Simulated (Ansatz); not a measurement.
# C₅H₁₂O: basis-set convergence

Aim: see how fast density functionals converge with the basis set for C₅H₁₂O.

The runs use Ansatz 0.2.0, Gaussian basis; one geometry, several basis sets.

The runs, in order: PBE0-D4/def2-SVP; ωB97M-V/def2-SVP; PBE0-D4/def2-QZVPP; ωB97M-V/def2-QZVPP; the functionals' def2-TZVPP values are taken from earlier runs.

### 1 The relaxed structure

All runs share one geometry, relaxed beforehand with PBE0-D4 in a triple-zeta def2 set.

SMILES `CCCCCO`, 18 atoms, charge 0, spin multiplicity 1.

Atoms are counted from 1 here; the program's logs count them from 0.

Bond lengths: C1–C2 1.520 Å, C1–H7 1.092 Å, C1–H8 1.094 Å, C1–H9 1.093 Å, C2–C3 1.523 Å, C2–H10 1.095 Å, C2–H11 1.097 Å, C3–C4 1.520 Å, C3–H12 1.094 Å, C3–H13 1.098 Å, C4–C5 1.517 Å, C4–H14 1.099 Å, C4–H15 1.096 Å, C5–O6 1.414 Å, C5–H16 1.099 Å, C5–H17 1.094 Å, O6–H18 0.961 Å. Angles: C2–C1–H7 111.3°, C2–C1–H8 110.9°, C2–C1–H9 111.9°, H7–C1–H8 107.6°, H7–C1–H9 107.3°, H8–C1–H9 107.6°, C1–C2–C3 114.1°, C1–C2–H10 109.1°, C1–C2–H11 109.5°, C3–C2–H10 108.7°, C3–C2–H11 109.1°, H10–C2–H11 105.9°, C2–C3–C4 114.2°, C2–C3–H12 109.5°, C2–C3–H13 109.3°, C4–C3–H12 108.5°, C4–C3–H13 108.9°, H12–C3–H13 106.1° and more.

### 2 PBE0-D4 in def2-SVP

File in.yaml:

```yaml
crystal:
  periodic: [false, false, false]
  atoms:
    - {symbol: C, position_ang: [0.254871, -1.665723, 1.721829]}
    - {symbol: C, position_ang: [0.588842, -0.191764, 1.556984]}
    - {symbol: C, position_ang: [-0.227567, 0.515233, 0.483466]}
    - {symbol: C, position_ang: [0.011889, -0.004309, -0.925258]}
    - {symbol: C, position_ang: [-0.700323, 0.806449, -1.991629]}
    - {symbol: O, position_ang: [-0.287116, 2.158009, -2.038080]}
    - {symbol: H, position_ang: [0.824723, -2.112241, 2.539966]}
    - {symbol: H, position_ang: [-0.807625, -1.803384, 1.944148]}
    - {symbol: H, position_ang: [0.479391, -2.238046, 0.818520]}
    - {symbol: H, position_ang: [0.432120, 0.320105, 2.512109]}
    - {symbol: H, position_ang: [1.655682, -0.081596, 1.327564]}
    - {symbol: H, position_ang: [-0.003839, 1.585725, 0.501568]}
    - {symbol: H, position_ang: [-1.295415, 0.423313, 0.720178]}
    - {symbol: H, position_ang: [1.090393, -0.007409, -1.138959]}
    - {symbol: H, position_ang: [-0.316073, -1.045814, -1.014917]}
    - {symbol: H, position_ang: [-0.573372, 0.328031, -2.972557]}
    - {symbol: H, position_ang: [-1.773683, 0.836688, -1.783209]}
    - {symbol: H, position_ang: [0.647123, 2.176742, -2.261744]}
basis:
  gaussian: {orbitals: def2-SVP}
hamiltonian: {xc: pbe0, dispersion: d4}
output: {orbitals: {seedname: orbitals}}
```

Launch:

```console
$ ansatz run in.yaml --threads 2 --pin off --events-out ev --progress --plain --max-ram 22528MiB --backend cpu
```

After this run come: ωB97M-V in def2-SVP; PBE0-D4 in def2-QZVPP; ωB97M-V in def2-QZVPP.

**Question.** What will the summary of the whole plan be? Wanted: PBE0-D4: double and triple zeta above quadruple; ωB97M-V: double and triple zeta above quadruple.

As calculated:

| quantity | value |
| --- | --- |
| PBE0-D4: double and triple zeta above quadruple | 8.73, 0.43 eV |
| ωB97M-V: double and triple zeta above quadruple | 9.17, 0.42 eV |

In words: For PBE0-D4 the step from double to triple zeta gains 8.30 eV and the next only 0.43 eV. These are total energies; as a rule much of such shifts cancels in differences, which this series doesn't test. The LUMO of ωB97M-V is positive and keeps falling with the basis (3.32 to 1.75 eV): an unbound level that the basis holds in place.
